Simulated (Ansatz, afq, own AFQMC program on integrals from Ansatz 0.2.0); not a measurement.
SiN, quartet → SiN⁺, quintet

| atom | x (Å) | y (Å) | z (Å) |
| --- | --- | --- | --- |
| Si | 0.0000 | 0.0000 | 0.0000 |
| N | 0.0000 | 0.0000 | 1.8891 |

E(quintet, charge +1) − E(quartet, charge +0) at this geometry, on UHF and UHF determinants.

Basis aug-cc-pVDZ. Only valence electrons are correlated. Integrals, coupled cluster, full CI and functionals: Ansatz 0.2.0; the random walks run on the same integrals in our own AFQMC program. ph-AFQMC/CISD is guided by a CISD state made of CCSD amplitudes; releasing the constraint for a short imaginary time cuts its bias at the price of noise, slowly where states lie close. Error bars are statistical, one sigma. The errors of all members are added in quadrature.

No full CI on the walks' own integrals is used here; CCSDT(Q) serves as the reference and is uncertain by about the last step of the cluster series. Each member takes its own surest rung, up to full CI.

The best estimate is CCSD(T) at the basis-set limit (CBS: def2-TZVPP and def2-QZVPP, with their diffuse functions for anions and beside diffuse sets, CCSD(T) itself extrapolated) plus the step from CCSD(T) to CCSDT(Q) in aug-cc-pVDZ. Rows without CBS are in aug-cc-pVDZ, the functionals in def2-TZVP; B2PLYP and the wave-function rows carry a basis error of their own. Core correlation and relativity beyond core potentials are missing, and ± holds the sampling alone.

Cautions: SiN (quartet): another spin lies lower, unrestricted determinant slightly spin contaminated (⟨S²⟩ 3.80 against 3.75), the released energies are still falling, so no released level is given (meV from the phaseless value at times in 1/Eh: -6 ± 3 at 0.24, -8 ± 3 at 0.51, -15.1 ± 2.4 at 0.99, -19 ± 3 at 1.62, -21 ± 4 at 2.40), though the last usable value meets CCSDT(Q) within the noise, its ph-AFQMC/CISD value lies 24 ± 4 meV above CCSDT(Q); SiN⁺ (quintet): lower spins were not checked, its ph-AFQMC/CISD value lies 19.1 ± 2.2 meV above CCSDT(Q); this needn't be the first ionization; core correlation is missing, and it shifts such a gap most where an s electron is promoted.

| level | vertical ionization energy (kJ/mol) |
| --- | --- |
| r2SCAN | 949.6 |
| wB97M-V | 957.2 |
| PBE | 962.8 |

**Question.** From these cheaper values, estimate the vertical ionization energy at the level of the best estimate.

**Answer.** 961.7 kJ/mol (best estimate, highest rung CCSDT(Q)).

```
        level  vertical ionization energy (kJ/mol)  error against the best estimate (kJ/mol)
           HF                                837.4                                    -124.3
          MP2                                921.4                                     -40.2
         CCSD                                923.9                                     -37.8
      CCSD(T)                                927.7                                     -34.0
        CCSDT                                928.2                                     -33.4
     CCSDT(Q)                                928.6                                     -33.1
ph-AFQMC/CISD                          928.1 ± 0.4                               -33.6 ± 0.4
       HF/CBS                                838.6                                    -123.1
      MP2/CBS                                953.4                                      -8.3
  CCSD(T)/CBS                                960.8                                      -0.9
         PBE0                                960.6                                      -1.1
        B3LYP                                970.2                                       8.5
       B2PLYP                                954.9                                      -6.8
```

Correlation beyond CCSD(T) adds 0.9 kJ/mol. Going to the basis-set limit adds 33.1 kJ/mol at CCSD(T). The perturbative (T) step is worth +3.8 kJ/mol.

Best estimates are given only where the step beyond CCSD(T) is under 0.3 eV and no member's determinant is very poor (T1 over 0.05, or 0.07 for open shells, ⟨S²⟩ too high by 0.3, two states mixed), so the hardest cases are missing from such tables.

The functionals ran in a triple-zeta set and keep a basis error of their own, a few kJ/mol for each bond in atomization energies and more for double hybrids, so close places among them and the extrapolated levels can swap.

CCSDT and higher add their correlation energy to the determinant of the CCSD(T) run, since their own runs factorise the integrals more tightly (a shift of under 2 meV). Each member of a difference takes its own highest rung, so a best estimate needn't equal the limit plus the step of one row. A walk keeps the symmetry of its determinant, which the program's search chose and which needn't be the lowest solution, so a lower state of the same spin and another symmetry isn't excluded.
